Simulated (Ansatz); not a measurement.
**C2H3ClO (singlet): the correlation ladder, 6-31G***

The task here is to estimate one member of a computed series from the others.

Computed with Ansatz 0.2.0, Gaussian basis. Level: 6-31G*, core rule «outside noble gas», up to 8 orbitals frozen.

To be run: UHF; CCSD(T) on RHF; BCCD(T) on RHF; CISD; CCSDT(Q) on RHF; CASSCF and MRCISD+Q, 8 electrons in 8 orbitals; CASSCF and NEVPT4(SD), 8 electrons in 8 orbitals; CASSCF and NEVPT2, 8 electrons in 8 orbitals.

15 further runs of the same task are left out: 1 that didn't finish, 14 set aside as unsound or not needed.

### What is computed

The geometry is an MP2(full)/6-31G* stationary point (not a proven minimum).

7 atoms, charge 0, spin multiplicity 1.

Atoms are counted from 1 here; the program's logs count them from 0.

Bond lengths: C1–C2 1.498 Å, C1–Cl3 1.800 Å, C1–O4 1.200 Å, C2–H5 1.090 Å, C2–H6 1.092 Å, C2–H7 1.092 Å. Angles: C2–C1–Cl3 111.9°, C2–C1–O4 127.4°, Cl3–C1–O4 120.6°, C1–C2–H5 108.8°, C1–C2–H6 109.6°, C1–C2–H7 109.6°, H5–C2–H6 110.5°, H5–C2–H7 110.5°, H6–C2–H7 107.9°.

The first run:

The input, in.yaml:

```yaml
crystal:
  periodic: [false, false, false]
  atoms:
    - {symbol: C, position_ang: [0.078136, 0.574889, 0.000000]}
    - {symbol: C, position_ang: [1.564211, 0.767388, 0.000000]}
    - {symbol: Cl, position_ang: [-0.374150, -1.166988, 0.000000]}
    - {symbol: O, position_ang: [-0.767403, 1.425951, 0.000000]}
    - {symbol: H, position_ang: [1.779163, 1.835804, 0.000000]}
    - {symbol: H, position_ang: [1.995983, 0.291078, 0.882679]}
    - {symbol: H, position_ang: [1.995983, 0.291078, -0.882679]}
basis:
  gaussian: {orbitals: "6-31G*"}
magnetization: {spin_polarized: true, initial_magnetization: 0}
hamiltonian: {xc: hf}
output: {orbitals: {seedname: orbitals}}
```

Started as:

```console
$ ansatz run in.yaml --threads 1 --pin off --events-out ev --progress --plain --max-ram 4096MiB --backend cpu
```

Steps of the session up to this table: UHF; CCSD(T) on RHF; BCCD(T) on RHF; CISD; CCSDT(Q) on RHF; CASSCF and MRCISD+Q, 8 electrons in 8 orbitals; CASSCF and NEVPT4(SD), 8 electrons in 8 orbitals; CASSCF and NEVPT2, 8 electrons in 8 orbitals.

One of the session's tables, all rows but one given; the rest of the session is left out.

```
   method  from RCCSDT(Q) (meV)
      RHF              +16815.9
     RMP2               +1373.1
     CISD               +2823.7
    RCCSD                     ?
 RCCSD(T)                 +69.2
  BCCD(T)                 +61.1
   RCCSDT                 +43.0
RCCSDT(Q)                     0
```

Q: Estimate the row for RCCSD from the others.

The run gave: from RCCSDT(Q) (meV): +613.1. In the column «from RCCSDT(Q) (meV)» it lies between RCCSD(T) (+69.2) and RMP2 (+1373.1).

Left out of the table: CASSCF frontier, NEVPT2 frontier, NEVPT4(SD) frontier, MRCISD frontier, MRCISD+Q frontier (the active space lost an orbital or holds another state than full CI finds).

Caveats from the session: Warnings in the runs' records: passed over end.
